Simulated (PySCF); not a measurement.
Molfile (atoms numbered from 1):
```
C3H8S2
     RDKit          3D

 13 12  0  0  0  0  0  0  0  0999 V2000
   -2.0142   -0.1911   -0.4046 C   0  0  0  0  0  0  0  0  0  0  0  0
   -1.0919   -0.0751    0.7893 C   0  0  0  0  0  0  0  0  0  0  0  0
    0.0100    1.3796    0.7472 S   0  0  0  0  0  0  0  0  0  0  0  0
    1.1636    1.0328   -0.9207 S   0  0  0  0  0  0  0  0  0  0  0  0
    2.4980    0.0019   -0.2572 C   0  0  0  0  0  0  0  0  0  0  0  0
   -2.6492   -1.0871   -0.3193 H   0  0  0  0  0  0  0  0  0  0  0  0
   -1.4292   -0.2744   -1.3333 H   0  0  0  0  0  0  0  0  0  0  0  0
   -2.6653    0.6915   -0.4893 H   0  0  0  0  0  0  0  0  0  0  0  0
   -1.6544    0.0680    1.7276 H   0  0  0  0  0  0  0  0  0  0  0  0
   -0.4764   -0.9792    0.9211 H   0  0  0  0  0  0  0  0  0  0  0  0
    2.1172   -0.9599    0.1144 H   0  0  0  0  0  0  0  0  0  0  0  0
    3.1862   -0.1883   -1.0951 H   0  0  0  0  0  0  0  0  0  0  0  0
    3.0364    0.5292    0.5421 H   0  0  0  0  0  0  0  0  0  0  0  0
  1  2  1  0
  2  3  1  0
  3  4  1  0
  4  5  1  0
  1  6  1  0
  1  7  1  0
  1  8  1  0
  2  9  1  0
  2 10  1  0
  5 11  1  0
  5 12  1  0
  5 13  1  0
M  END
```

Computed data (PySCF 2.14): geometry from PBE0-D3(BJ)/def2-SVP, shielding tensors at PBE0/pcSseg-1 (GIAO). Non-relativistic, isolated molecule, one averaged value for each set of equivalent atoms, a single conformation.

Referencing at the same level of theory: TMS for ¹³C (σref 184.41), ¹H (σref 31.27); ³³S (σref 495.66) vs CS2.

| atoms | nucleus | count | δ (ppm) |
| --- | --- | --- | --- |
| C2 | ¹³C | 1 | 32.7 |
| C1 | ¹³C | 1 | 14.9 |
| S4 | ³³S | 1 | -9 |
| C5 | ¹³C | 1 | 24.3 |
| H6/H7/H8 | ¹H | 3 | ? |
| S3 | ³³S | 1 | ? |
| H11/H12/H13 | ¹H | 3 | 2.05 |
| H9/H10 | ¹H | 2 | 2.25 |

Estimate the values marked ?.

Answers


- H6/H7/H8: 1.32 ppm, hydrogen on a methyl carbon
- S3: 103 ppm, disulfide sulfur

Shifts are as computed. Against solution values, carbons near 30 ppm lie about +2 ppm off and those near 130 ppm about +5 ppm. Of 1211 compounds with measured shifts, 218 miss one by over three times the rms of a fit or turn the order of signals round; such compounds aren't used in these exercises.
